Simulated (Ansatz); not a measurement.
## HSi–BH, quartet: vertical spin and charge gaps

Geometry (PBE0/def2-TZVP stationary point for this spin, not checked as a minimum):

```xyz
4

Si    0.0000   -0.0471    0.5518
B     0.0000   -0.0605   -1.3633
H     0.0000    1.1711    1.4474
H     0.0000    0.7893   -2.2001
```

Basis 6-31G; Ansatz 0.2.0. Only valence electrons are correlated (noble-gas cores frozen). R marks a restricted (for open shells ROHF) determinant, U an unrestricted one. Active spaces: valence = (9e, 10o) chosen from the atoms' valence shells.

Gaps are energies of the second state less the first, at fixed atoms, for a selection of the levels run; each method lands on the state that its own search finds for that charge and spin.

Unrestricted rows (U, and Kohn–Sham where it breaks symmetry) aren't spin-pure: their determinants' ⟨S²⟩ exceeds S(S+1) by up to 0.97, so they mix in states of higher spin. For open shells CISD and CISDTQ are restricted-active-space CI with the open shells as a complete middle space. A value is left out where its run failed or describes another state than the reference as far as symmetry and spin tell, or, spin-broken singlets apart, can't be checked.

Doublet less quartet: 0.022 eV at full CI (quartet A'', doublet A'', in Cs).

By full CI's occupations no single determinant describes the doublet well.

```csv
level,gap (eV),error (meV),⟨S²⟩ where 0.1 over S(S+1) (first / second)
UHF,0.151,129,– / 1.72
UMP2,0.161,139,– / 1.72
UCCSD,0.077,55,– / 1.72
UCCSD(T),0.058,36,– / 1.72
UCCSDT*,0.021,-1,– / 1.72
CISDTQ,0.089,67,– / –
UCCSDT(Q)*,0.015,-7,– / 1.72
UCCSDTQ*,0.024,2,– / 1.72
CASSCF (valence space),0.003,-19,– / –
NEVPT2 (valence space),0.024,2,– / –
MRCISD (valence space),0.022,0,– / –
MRCISD+Q (valence space),0.022,0,– / –
PBE,-0.052,-74,– / 1.37
r2SCAN,0.020,-2,– / 1.54
PBE0,0.036,14,– / 1.55
B3LYP,-0.042,-64,– / 1.46
wB97M-V,0.010,-12,– / 1.48
B2PLYP,0.039,17,– / 1.64
RPA-PBE,-0.009,-31,– / 1.37
```

An asterisk marks runs whose energy the program itself flagged as in doubt.

Wrong sign: PBE, B3LYP, RPA-PBE.

For one of the two states the restricted determinant has another symmetry than the lowest full-CI state, so methods that keep it describe a higher state and are left out.

Removing an electron, to the triplet: 7.548 eV at full CI (quartet A'', triplet ion A'', in Cs).

| level | gap (eV) | error (meV) |
| --- | --- | --- |
| RHF | 7.739 | 191 |
| UMP2 | 7.644 | 96 |
| CISD | 7.611 | 63 |
| RCCSD | 7.573 | 25 |
| UCCSDT | 7.549 | 1 |
| CASSCF (valence space) | 7.215 | -333 |
| MRCISD (valence space) | 7.531 | -17 |
| PBE | 7.894 | 346 |
| r2SCAN | 8.109 | 561 |
| RPA-PBE | 7.464 | -84 |

Question: PBE gives 11.722 eV for removing an electron, to the quintet. Estimate what full CI gives in 6-31G.

Answer: Full CI in 6-31G gives 11.364 eV, so against it PBE is off by 0.358 eV, of which a good part can be the reference's own basis and frozen-core error.

```json
{"level": "RHF", "gap (eV)": "11.339", "error (meV)": "-25"}
{"level": "UHF", "gap (eV)": "11.258", "error (meV)": "-106"}
{"level": "RMP2", "gap (eV)": "11.477", "error (meV)": "113"}
{"level": "UMP2", "gap (eV)": "11.475", "error (meV)": "111"}
{"level": "CISD", "gap (eV)": "11.350", "error (meV)": "-14"}
{"level": "RCCSD", "gap (eV)": "11.401", "error (meV)": "37"}
{"level": "UCCSD", "gap (eV)": "11.398", "error (meV)": "34"}
{"level": "RCCSD(T)", "gap (eV)": "11.378", "error (meV)": "14"}
{"level": "UCCSD(T)", "gap (eV)": "11.379", "error (meV)": "15"}
{"level": "BCCD(T)", "gap (eV)": "11.379", "error (meV)": "15"}
{"level": "RCCSDT", "gap (eV)": "11.365", "error (meV)": "1"}
{"level": "UCCSDT", "gap (eV)": "11.365", "error (meV)": "1"}
{"level": "RCCSDT(Q)", "gap (eV)": "11.364", "error (meV)": "0"}
{"level": "UCCSDT(Q)", "gap (eV)": "11.364", "error (meV)": "0"}
{"level": "RCCSDTQ", "gap (eV)": "11.364", "error (meV)": "0"}
{"level": "UCCSDTQ", "gap (eV)": "11.364", "error (meV)": "0"}
{"level": "CASSCF (valence space)", "gap (eV)": "11.138", "error (meV)": "-226"}
{"level": "NEVPT2 (valence space)", "gap (eV)": "11.298", "error (meV)": "-66"}
{"level": "MRCISD (valence space)", "gap (eV)": "11.353", "error (meV)": "-11"}
{"level": "MRCISD+Q (valence space)", "gap (eV)": "11.361", "error (meV)": "-3"}
{"level": "r2SCAN", "gap (eV)": "11.801", "error (meV)": "437"}
{"level": "PBE0", "gap (eV)": "11.930", "error (meV)": "566"}
{"level": "B3LYP", "gap (eV)": "11.960", "error (meV)": "596"}
{"level": "wB97M-V", "gap (eV)": "11.987", "error (meV)": "623"}
{"level": "B2PLYP", "gap (eV)": "11.794", "error (meV)": "430"}
{"level": "RPA-PBE", "gap (eV)": "11.253", "error (meV)": "-111"}
```

Sextet less quartet: 5.766 eV at full CI (quartet A'', sextet A', in Cs).

```json
{"level": "RHF", "gap (eV)": "5.493", "error (meV)": "-273"}
{"level": "UHF", "gap (eV)": "5.480", "error (meV)": "-286"}
{"level": "RMP2", "gap (eV)": "5.780", "error (meV)": "14"}
{"level": "UMP2", "gap (eV)": "5.779", "error (meV)": "13"}
{"level": "CISD", "gap (eV)": "5.707", "error (meV)": "-59"}
{"level": "RCCSD", "gap (eV)": "5.757", "error (meV)": "-9"}
{"level": "UCCSD", "gap (eV)": "5.756", "error (meV)": "-10"}
{"level": "RCCSD(T)", "gap (eV)": "5.765", "error (meV)": "-1"}
{"level": "UCCSD(T)", "gap (eV)": "5.764", "error (meV)": "-2"}
{"level": "BCCD(T)", "gap (eV)": "5.764", "error (meV)": "-2"}
{"level": "RCCSDT", "gap (eV)": "5.765", "error (meV)": "-1"}
{"level": "UCCSDT", "gap (eV)": "5.765", "error (meV)": "-1"}
{"level": "CISDTQ", "gap (eV)": "5.763", "error (meV)": "-3"}
{"level": "RCCSDT(Q)", "gap (eV)": "5.765", "error (meV)": "-1"}
{"level": "UCCSDT(Q)", "gap (eV)": "5.765", "error (meV)": "-1"}
{"level": "RCCSDTQ", "gap (eV)": "5.765", "error (meV)": "-1"}
{"level": "UCCSDTQ", "gap (eV)": "5.765", "error (meV)": "-1"}
{"level": "CASSCF (valence space)", "gap (eV)": "5.823", "error (meV)": "57"}
{"level": "NEVPT2 (valence space)", "gap (eV)": "5.790", "error (meV)": "24"}
{"level": "MRCISD (valence space)", "gap (eV)": "5.771", "error (meV)": "5"}
{"level": "MRCISD+Q (valence space)", "gap (eV)": "5.767", "error (meV)": "1"}
{"level": "PBE", "gap (eV)": "5.863", "error (meV)": "97"}
{"level": "r2SCAN", "gap (eV)": "5.777", "error (meV)": "11"}
{"level": "PBE0", "gap (eV)": "5.927", "error (meV)": "161"}
{"level": "B3LYP", "gap (eV)": "6.153", "error (meV)": "387"}
{"level": "wB97M-V", "gap (eV)": "6.234", "error (meV)": "468"}
{"level": "B2PLYP", "gap (eV)": "6.126", "error (meV)": "360"}
{"level": "RPA-PBE", "gap (eV)": "5.771", "error (meV)": "5"}
```

In so small a basis the reference is far from its limit while semilocal and hybrid functionals are nearer theirs (RPA and double hybrids share part of the reference's basis error), so the functionals' errors here hold much of the reference's basis and frozen-core error, which can add to them or hide them. The set has no polarisation functions, which weighs most on the reference.

Full CI is exact within this basis and frozen core; it isn't the basis-set limit. The frozen core follows each run's orbitals, which can shift R against U totals by a few meV.
